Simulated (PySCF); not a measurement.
# NEVPT2(6,6)/cc-pVDZ run of SO3 (sulfur trioxide)

Aim: the vertical ionisation energy of SO3 (sulfur trioxide) at NEVPT2(6,6)/cc-pVDZ, from 2 runs. 

The results are computed with PySCF 2.14.0.

3 further runs of the same task are left out: 1 that didn't finish, 2 set aside as unsound or not needed.

## 1. The system as given

SO3 has 4 atoms, charge 0, and is taken as a singlet. As SMILES, `O=S(=O)=O`. Geometry: relaxed at PBE0-D4/def2-TZVP.

Bond lengths: O1–S2 1.419 Å, S2–O3 1.419 Å, S2–O4 1.419 Å. Angles: O1–S2–O3 120.0°, O1–S2–O4 120.0°, O3–S2–O4 120.0°.

## 2. A single-point energy at NEVPT2(6,6)/cc-pVDZ

The input, job.py:

```python
import numpy
from pyscf import gto, scf, mp, mcscf, mrpt

molecule = gto.M(
    atom=[
    ('O', (-1.121570, -0.684610, 0.536720)),
    ('S', (0.000010, -0.000030, -0.000040)),
    ('O', (1.308940, -0.327680, 0.440460)),
    ('O', (-0.187380, 1.012320, -0.977150)),
],
    spin=0,
    basis='cc-pvdz',
    verbose=3,
    max_memory=1860,
)

calc0 = molecule.RHF()
calc0.conv_tol = 1e-10
calc0.kernel()
if not calc0.converged:
    calc0 = calc0.newton().run(calc0.mo_coeff, calc0.mo_occ)

pt = mp.MP2(scf.addons.convert_to_uhf(calc0)).run()
noons, natorbs = mcscf.addons.make_natural_orbitals(pt)
print('natural occupations', numpy.round(noons[:40], 4))
cas = mcscf.CASSCF(calc0, 6, 6)
cas.fix_spin_(ss=0.0)
cas.natorb = True
cas.kernel(natorbs)
e_pt2 = mrpt.NEVPT(cas).kernel()
e_final = cas.e_tot + e_pt2
print(f'total energy: {e_final:.8f} hartree')
```

Run with:

```sh
$ OMP_NUM_THREADS=1 python job.py
```

Standard output:

```text
converged SCF energy = -621.992352127956
E(UMP2) = -622.705419369118  E_corr = -0.713067241162033
E(SCS-UMP2) = -622.672657276509  E_corr = -0.680305148553104
natural occupations [2.     1.9999 1.9999 1.9999 1.9999 1.9997 1.9997 1.9997 1.9882 1.9868
 1.9868 1.9687 1.9687 1.9685 1.9625 1.9558 1.9514 1.9514 1.9442 1.9442
 0.0854 0.0547 0.0428 0.0428 0.0195 0.0195 0.0152 0.0152 0.0124 0.0101
 0.0101 0.0092 0.0063 0.0063 0.0063 0.0059 0.0059 0.0059 0.0045 0.0045]
CASSCF energy = -622.098880109926
CASCI E = -622.098880109926  E(CI) = -13.2723252789599  S^2 = 0.0000000
Sr    (-1)',   E = -0.00542848120507
Si    (+1)',   E = -0.00153702237819
Sijrs (0)  ,   E = -0.34970353786461
Sijr  (+1) ,   E = -0.05851501662934
Srsi  (-1) ,   E = -0.04208175569537
Srs   (-2) ,   E = -0.04159024569882
Sij   (+2) ,   E = -0.00677541021799
Sir   (0)' ,   E = -0.05601573050190
Nevpt2 Energy = -0.561647200191293
total energy: -622.66052731 hartree
```

It took 14 s on 1 thread of Arm Neoverse V1, shared host; peak memory 0.17 GiB.

## 3. The doublet cation

The input, calc.py:

```python
import numpy
from pyscf import gto, scf, mp, mcscf, mrpt

mol = gto.Mole()
mol.atom = '''
O     -2.119460    -1.293725     1.014254
S      0.000019    -0.000057    -0.000076
O      2.473538    -0.619225     0.832349
O     -0.354097     1.913008    -1.846546
'''
mol.verbose = 4
mol.max_memory = 1860
mol.basis = 'cc-pvdz'
mol.charge = 1
mol.unit = 'bohr'
mol.spin = 1
mol.build()

mf = mol.ROHF()
mf.conv_tol = 1e-10
mf.kernel()
if not mf.converged:
    mf = mf.newton().run(mf.mo_coeff, mf.mo_occ)

pt = mp.MP2(scf.addons.convert_to_uhf(mf)).run()
noons, natorbs = mcscf.addons.make_natural_orbitals(pt)
print('natural occupations', numpy.round(noons[:40], 4))
cas = mcscf.CASSCF(mf, 6, 5)
cas.fix_spin_(ss=0.75)
cas.natorb = True
cas.kernel(natorbs)
e_pt2 = mrpt.NEVPT(cas).kernel()
energy = cas.e_tot + e_pt2
print(f'total energy: {energy:.8f} hartree')
```

Run with:

```sh
$ OMP_NUM_THREADS=1 python calc.py
```

Standard output:

```text
PySCF version 2.14.0

[INPUT] num. atoms = 4
[INPUT] num. electrons = 39
[INPUT] charge = 1
[INPUT] spin (= nelec alpha-beta = 2S) = 1
[INPUT] symmetry False subgroup None
[INPUT] Mole.unit = bohr
[INPUT] Symbol           X                Y                Z      unit          X                Y                Z       unit  Magmom
[INPUT]  1 O     -1.121569931457  -0.684609787197   0.536720102884 AA   -2.119460000000  -1.293725000000   1.014254000000 Bohr   0.0
[INPUT]  2 S      0.000010054367  -0.000030163101  -0.000040217468 AA    0.000019000000  -0.000057000000  -0.000076000000 Bohr   0.0
[INPUT]  3 O      1.308939939945  -0.327679758432   0.440460122332 AA    2.473538000000  -0.619225000000   0.832349000000 Bohr   0.0
[INPUT]  4 O     -0.187380062855   1.012320237908  -0.977150062115 AA   -0.354097000000   1.913008000000  -1.846546000000 Bohr   0.0

[... 52 lines left out ...]
converged SCF energy = -621.496834127625
[... 34 lines left out ...]
sorting_mo_energy = False
[... 74 lines left out ...]
1-step CASSCF converged in  30 macro (554 JK 114 micro) steps
[... 2 lines left out ...]
Natural orbital (expansion on meta-Lowdin AOs) in CAS space
[... 79 lines left out ...]
CASSCF energy = -621.602026127035
[... 6 lines left out ...]
Natural orbital (expansion on meta-Lowdin AOs) in CAS space
[... 87 lines left out ...]
Nevpt2 Energy = -0.585600502820900
total energy: -622.18762663 hartree
```

Run time: 19 s. Hardware: 1 thread of Arm Neoverse V1, shared host; peak memory 0.17 GiB.

## 4. Summary of results

At NEVPT2(6,6)/cc-pVDZ:

| quantity | value |
| --- | --- |
| singlet SO3: total energy | -622.66053 Eh |
| singlet SO3: dipole moment (Hartree–Fock density) | 0.00 D |
| singlet SO3: HOMO energy (Hartree–Fock orbitals) | -14.36 eV |
| singlet SO3: LUMO energy (Hartree–Fock orbitals) | 1.67 eV |
| singlet SO3: HOMO–LUMO gap (Hartree–Fock orbitals) | 16.03 eV |
| doublet cation: total energy | -622.18763 Eh |
| vertical ionisation energy (to the doublet cation) | 12.868 eV |

What this shows: The vertical ionisation energy comes to 12.87 eV (297 kcal/mol). Mulliken charges (doublet cation) of the mean-field density run from -0.14 on O1 to +1.43 on S2.
